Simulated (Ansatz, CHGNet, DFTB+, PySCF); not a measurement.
# Cohesive energy of diamond-structure Si: levels of theory against measurement

Reference value: 4.68 ± 0.08 eV/atom (measured, from 0 K enthalpies of formation; zero-point vibration energy (9/8 kB θD) added; as tabulated in Csonka et al. (2009), arXiv:0903.4037).

```
level (code)                   value (eV/atom)  cell (Å³/atom)  error (eV/atom)
-----------------------------  ---------------  --------------  ---------------
DFTB cp2k-nonscc (DFTB+)                  4.95           19.81            +0.27
CHGNet-r²SCAN                             4.59           20.14            -0.09
LDA (Ansatz)                              5.29           19.70            +0.61
PBE (PySCF)                        4.49 ± 0.07           20.59            -0.19
r²SCAN (Ansatz)                           4.67           20.17            -0.01
B3LYP (VWN-RPA form) (Ansatz)             4.09           20.64            -0.59
HSE06 (Ansatz)                            4.58           20.12            -0.10
r²SCAN0 (Ansatz)                          4.59           19.97            -0.09
r²SCANh (Ansatz)                          4.64           20.09            -0.04
Hartree–Fock (PySCF)                3.11 ± 0.1           20.87            -1.57
MP2 (PySCF)                         5.17 ± 0.1           19.72            +0.49
```

Leaving aside DFTB cp2k-nonscc (doubt noted below), CHGNet-r²SCAN (doubt noted below): Once the reference is moved by up to 0.08 eV/atom (a margin picked here for doubts on the reference and the settings) and values within 0.03 eV/atom count as equal, the nearest can be r²SCAN (-0.01 eV/atom), r²SCANh (-0.04 eV/atom), r²SCAN0 (-0.09 eV/atom) or HSE06 (-0.10 eV/atom). Farthest off among them: Hartree–Fock (-1.57 eV/atom). Within 0.3 eV/atom: PBE, r²SCAN, HSE06, r²SCAN0, r²SCANh.

Published values of wave-function and many-body methods: 4.15 eV/atom (published CCSD value, static lattice, TZVP, extrapolated in k, at the 300 K lattice constant; McClain et al. (2017), arXiv:1701.04832).

Free atoms are spin-polarised, in the lowest state found; at levels without +SOC their spin–orbit coupling is left out.  A ± on a computed value is a rough bar: the spread of its extrapolation, a floor set from checks against published values, or a statistical error. DFTB cp2k-nonscc: the free atoms are run in the same model without spin. DFTB cp2k-nonscc: this tight-binding set is not self-consistent in the charges. CHGNet-r²SCAN: free atoms can lie outside what these potentials were trained on. Each level is taken at its own relaxed cell. Cutoffs and k meshes differ between the levels. Ansatz's density-functional and Hartree–Fock values are scalar-relativistic unless marked +SOC, with PAW data made under PBE.

Machine-learned potentials (CHGNet-r²SCAN) are trained on DFT data: a solid inside that data is no test of them.

Differences are worked out from the printed values.

Ansatz is a program for electronic structure.
